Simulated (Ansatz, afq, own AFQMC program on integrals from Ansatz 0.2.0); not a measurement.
# GaNH3, doublet: AFQMC among the cluster methods

| atom | x (Å) | y (Å) | z (Å) |
| --- | --- | --- | --- |
| N | 0.0000 | -0.0685 | 1.3024 |
| Ga | 0.0000 | 0.0337 | -0.2990 |
| H | 0.0000 | -0.8343 | 1.7484 |
| H | 0.0000 | 0.6291 | 1.8453 |
| H | 0.0000 | -1.1728 | -1.0118 |

Connectivity, by distances: NH2–GaH.

Basis cc-pVDZ. Only valence electrons are correlated. Integrals, coupled cluster, full CI and functionals: Ansatz 0.2.0; the random walks run on the same integrals in our own AFQMC program. The CISD trial takes its coefficients from CCSD amplitudes. Released means that phaseless walkers are propagated on without the constraint, phases kept. Uncertainties: one standard error, sampling alone. No spin–orbit coupling.

Determinant: UHF, the one that the program's search chose, which needn't be the lowest solution. The geometry is a point of a scan.

No full CI on the walks' own integrals is used here; CCSDT(Q) serves as the reference and is uncertain by about the last step of the cluster series.

Cautions: no relativity below Rb; no spin-orbit coupling; inner d shell frozen; the released energies move by 1.5 errors or more from one time to the next, so no released level is given (meV from the phaseless value at times in 1/Eh: -20 ± 12 at 0.24, -35 ± 12 at 0.51, -30 ± 10 at 0.99, -31 ± 13 at 1.62, -60 ± 16 at 2.40), though the last usable value meets CCSDT(Q) within the noise.

```
T1 diagnostic                               : 0.0134
weight of the determinant in the CISD state : 0.912
⟨S²⟩ of the determinant                     : 0.754
size of the correlated space                : 11 electrons in 41 orbitals
```

```
  level  correlation energy (eV)
    MP2                  -5.9350
   CCSD                  -6.5014
CCSD(T)                  -6.6422
```

(1) Estimate where phaseless AFQMC with a CISD trial lies against CCSD(T) on the same integrals.

(1) 0.4 ± 1.0 kJ/mol above CCSD(T). The gap is under twice the noise, so this walk alone can't tell the two apart.

Reference: CCSDT(Q), correlation energy -6.668 eV.

| level | E − E(reference) (kJ/mol) | share of correlation (%) |
| --- | --- | --- |
| CCSD(T) | 2.5 | 99.61 |
| CCSDT | 1.2 | 99.82 |
| ph-AFQMC/CISD | 2.9 ± 1.0 | 99.55 |

A walk keeps the symmetry of its determinant, which the program's search chose and which needn't be the lowest solution, so a lower state of the same spin and another symmetry isn't excluded.
